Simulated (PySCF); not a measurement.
LiF: one state, many levels of theory

State: ¹Σ⁺ (singlet), closed shell. Set-up: Li cc-pVDZ, F cc-pVDZ; no relativity (PySCF 2.14). De refers to Li + F in their high-spin ground configurations, without counterpoise correction. A positive dipole means Li(−)F(+).

| Level | Re (Å) | ωe (cm⁻¹) | De (eV) | μ (D) |
| --- | --- | --- | --- | --- |
| RHF | 1.579 | 998 | 3.75 | -6.55 |
| RHF-MP2 | 1.591 | 970 | 5.57 | n/a |
| RHF-SCS-MP2 | 1.590 | 972 | 5.42 | n/a |
| RHF-CCSD | 1.589 | 975 | 5.28 | n/a |
| RHF-CCSD(T) | 1.590 | 970 | 5.33 | n/a |
| PBE | 1.586 | 959 | 5.92 | -5.92 |
| TPSS | 1.584 | 961 | 5.75 | -6.01 |
| r²SCAN | 1.588 | 965 | 5.72 | -6.17 |
| r²SCANh | 1.585 | 972 | 5.62 | -6.22 |
| PBE0 | 1.578 | 982 | 5.56 | -6.15 |
| r²SCAN0 | 1.580 | 982 | 5.47 | -6.28 |
| LC-ωPBE | 1.579 | 981 | 5.78 | -6.16 |

Q: Which functional lies closest to RHF-CCSD(T) in De, which farthest, and by how much do they differ from it?

A: Closest is r²SCAN0 (-1.0 pm in Re, +1.2 % in ωe, +0.14 eV in De against RHF-CCSD(T) in the same basis), farthest PBE (-0.4 pm in Re, -1.1 % in ωe, +0.59 eV in De). CCSD(T) converges more slowly with the basis than the functionals do and binds too weakly in this one, so the order can change at the basis-set limit.

Q: What does the step from GGA to meta-GGA do here, going from PBE to r²SCAN?

A: r²SCAN less PBE: +0.2 pm in Re, +0.6 % in ωe, -0.20 eV in De. 

Q: What does a quarter of exact exchange do here, going from r²SCAN to r²SCAN0?

A: r²SCAN0 less r²SCAN: -0.8 pm in Re, +1.8 % in ωe, -0.25 eV in De. Exact exchange removes part of the self-interaction that spreads semilocal densities, and in most molecules shortens and stiffens the bond and lowers De; so it does here.

Correlated steps freeze 1 core orbital. Correlated levels converge slowly with the basis: in double zeta they bind strong bonds too weakly, by up to about 1 eV, and carry superposition errors of some tenths. Where the molecule has an RHF reference, its open-shell atoms are computed with UHF.
